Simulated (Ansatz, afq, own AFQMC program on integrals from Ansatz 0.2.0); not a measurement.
Two steps: Ansatz 0.2.0 writes the Fock matrix and Cholesky factors of the valence space, and afq projects on them the lowest state that overlaps trial and start.

```yaml
crystal:
  periodic: [false, false, false]
  atoms:
    - {symbol: Al, position_ang: [0.000000, 0.000000, 0.000000]}
    - {symbol: H, position_ang: [0.000000, 0.000000, 1.558000]}
basis:
  gaussian: {orbitals: aug-cc-pVDZ}
total_charge: -1
magnetization: {spin_polarized: true, initial_magnetization: 1}
correlation: {method: ccsd_t, electrons: outside_noble_gas, hamiltonian_folder: ham}
```

```sh
$ ansatz run in.yaml --threads 1 --pin off --events-out ev --progress --plain --max-ram 24576MiB --backend cuda --devices 0, --max-vram 18GiB
```

afq runs on the folder ham with

```
--method phaseless --trial cisd --walkers 80 --populations 1 --least-time 40 --time-step 0.04 --steps-per-block 25 --equilibration-blocks 3 --max-blocks 40 --target-error 0.00054 --factor-cut 1e-05 --start determinant --seed 2611 --taylor-order 8
```

Times are imaginary, in 1/Eh. The walk had a cap of 60 s.

afq prints:

```
orbitals 31  electrons 3 2  factors 210 of 356
reference energy -242.44505503 Eh
CCSD correlation -0.08481886 Eh in 12 cycles, weight of the determinant in the CISD state 0.8997
energy of the start -242.529876 Eh
 block  time / (1/Eh)  mean weight  energy / Eh
     1     1.000  1.0006  -242.530101
     2     2.000  0.9944  -242.531872
     3     3.000  1.0003  -242.531930
     4     4.000  0.9999  -242.532467
     5     5.000  0.9989  -242.533411
     8     8.000  0.9936  -242.532228
    11    11.000  0.9971  -242.531897
    14    14.000  0.9999  -242.532487
    17    17.000  1.0084  -242.532867
    20    20.000  0.9970  -242.532228
    23    23.000  1.0064  -242.531266
    26    26.000  0.9975  -242.533743
    29    29.000  1.0038  -242.532339
    31    31.000  1.0030  -242.536451
    32    32.000  0.9955  -242.533977
    35    35.000  0.9972  -242.531748
    38    38.000  1.0099  -242.531385
    41    41.000  1.0054  -242.530972
    43    43.000  1.0091  -242.532279
blocks merged  error / Eh  count
     1  0.000163  40
     2  0.000169  20
     4  0.000167  10
energy -242.532846 +/- 0.000169 Eh
(rows thinned)
```

The run failed at least one of its tests; the cautions name the faults.

Against this walk (error 4.6 meV) on the same determinant: CCSD(T) 19.2 meV higher, CCSDT(Q) 4.9 meV lower (within the noise), CCSDTQ 5.4 meV lower (within the noise), full CI 5.4 meV lower (within the noise), a separate phaseless walk with a CISD trial and standard settings 1.7 ± 5.1 meV higher (within the noise). The error is statistical and leaves out the bias of the constraint.

Cautions: constraint bias not in the error; error not settled; an unrestricted solution with more broken spin lies lower (17 meV, ⟨S²⟩ 0.96); the time-step error isn't removed.

The walk took 6.1 s on 1 × NVIDIA H100 80GB HBM3 with 2 threads of AMD EPYC 7R13 Processor (Zen 3) (shared host) (the card was shared). The log's last line is the phaseless energy.

CCSDT and higher add their correlation energy to the determinant of the CCSD(T) run, since their own runs factorise the integrals more tightly (a shift of under 2 meV). A walk keeps the symmetry of its determinant, which the program's search chose and which needn't be the lowest solution, so a lower state of the same spin and another symmetry isn't excluded.
